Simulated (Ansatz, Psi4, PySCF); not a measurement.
System: ethane, C2H6 (charge 0, singlet). SMILES: CC
Structure (B3LYP-D3(BJ)/def2-TZVP (Ansatz, an electronic-structure program) minimum search):
```
C
H 1 1.0919
H 1 1.0919 2 107.56
H 1 1.0919 2 107.56 3 -115.60
C 1 1.5262 2 111.32 4 -122.20
H 5 1.0919 1 111.32 2 180.00
H 5 1.0919 6 107.56 1 122.20
H 5 1.0919 6 107.56 7 115.60
```

MP2/6-31G* beside other levels, property by property. Conventions: non-relativistic; frozen cores in correlated levels; UHF or UKS for open shells; six Cartesian d functions in 6-31G* and its kin unless marked 5d; atomisation electronic, to ground-state atoms; no dispersion term unless named; no spin-orbit coupling. CBS(X,Y): correlation extrapolated as X^-3; Hartree-Fock from the larger set. The bracket is a focal-point correction in the basis named. Ab initio and DFT rows: single points at B3LYP-D3(BJ) geometries (Ansatz), with unscaled harmonic terms from B3LYP/6-31G* (Ansatz) at its own minima, enthalpies of formation by atomisation with measured atoms.

Measured values: Active Thermochemical Tables 1.112 (ions: stationary electron), as tabulated in the package chemicals; Active Thermochemical Tables 1.112 (ions: stationary electron), as tabulated in the package chemicals; G2/97 table in ASE (Curtiss et al.); they hold spin-orbit and core effects, anharmonicity. Coupled cluster (Ansatz) is a level with limits of its own, used here on species with T1 under 0.025 (0.045 for open shells) and stable references: RI-MP2/CBS(def2-TZVPPD,def2-QZVPPD)+[CCSD(T)-MP2]/def2-TZVPPD.

```tsv
property	MP2/6-31G* (Ansatz)	B3LYP/6-31G* (Ansatz)	M06-2X/6-31G* (5d) (PySCF)	wB97X-D/6-31G* (Psi4)	to compare with
atomisation energy (kcal/mol)	652.2	712.9	712.7	714.0	712.2 coupled cluster
C-H bond dissociation enthalpy at 298 K, to [CH2]C (C2H5) + H atom (kcal/mol)	93.0	100.1	101.7	101.3	101.0 measured
C-C bond dissociation enthalpy at 298 K, to [CH3] (CH3) + [CH3] (CH3) (kcal/mol)	91.2	89.1	95.2	94.1	90.0 measured
enthalpy of formation at 298 K (kcal/mol)	40.9	-19.8	-19.6	-20.9	-20.0 measured
```

As the rows show:
- atomisation energy: MP2/6-31G* lies 60.0 kcal/mol below coupled cluster.
- C-H bond dissociation enthalpy at 298 K, to [CH2]C (C2H5) + H atom: MP2/6-31G* lies 8.0 kcal/mol below the measured value.
- C-C bond dissociation enthalpy at 298 K, to [CH3] (CH3) + [CH3] (CH3): MP2/6-31G* lies 1.2 kcal/mol above the measured value.
- enthalpy of formation at 298 K: MP2/6-31G* lies 60.9 kcal/mol above the measured value.

The properties are those with a value to compare with, at most eight drawn at random. No case is left out for the size of its miss. Left out are saddle points of the reference geometry, anions that the best level run finds unbound, excited spin states, species near biochemistry, 298 K rows of species without real B3LYP wavenumbers, cases with under five habitual levels, runs that failed or that the program found above a lower state of the same kind, table entries that another table contradicts, and a share of species set aside by lot.
